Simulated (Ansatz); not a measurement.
`C/C=C\C#N` and `C/C=C\C` differ in one atom or group.

Ansatz, PBE0-D4/def2-TZVP geometries, multiplicity 1. 

```tsv
property	`C/C=C\C#N`
size of the dipole moment (PBE/def2-TZVPP) / D	4.18
ideal-gas entropy at 298 K and 1 bar (rigid rotor, harmonic PBE0-D4/def2-TZVP) / J/(mol·K)	306
zero-point energy (PBE0-D4/def2-TZVP) / kJ/mol	208.2
HOMO energy (PBE/def2-TZVPP) / eV	-6.86
LUMO energy (PBE0/def2-TZVPP) / eV	-1.35
HOMO–LUMO gap (PBE/def2-TZVPP) / eV	4.56
```

(1) Give the same properties after the change, and the shifts. (An estimate is asked.)

Answers

(1) The calculation gave: 
```tsv
property	`C/C=C\C`	shift
size of the dipole moment (PBE/def2-TZVPP) / D	0.26	-3.92
ideal-gas entropy at 298 K and 1 bar (rigid rotor, harmonic PBE0-D4/def2-TZVP) / J/(mol·K)	296	-10
zero-point energy (PBE0-D4/def2-TZVP) / kJ/mol	283.8	75.6
HOMO energy (PBE/def2-TZVPP) / eV	-5.78	1.08
LUMO energy (PBE0/def2-TZVPP) / eV	0.79	2.14
HOMO–LUMO gap (PBE/def2-TZVPP) / eV	5.53	0.97
```

With PBE0 the HOMO rises by 1.07 eV and the LUMO rises by 2.14 eV, so the gap widens by about 1.07 eV. PBE moves the HOMO by 1.08 eV and ωB97M-V by 0.99 eV. The zero-point energy changes by 75.6 kJ/mol with +6 modes. Dipoles are sizes alone; their direction can turn.
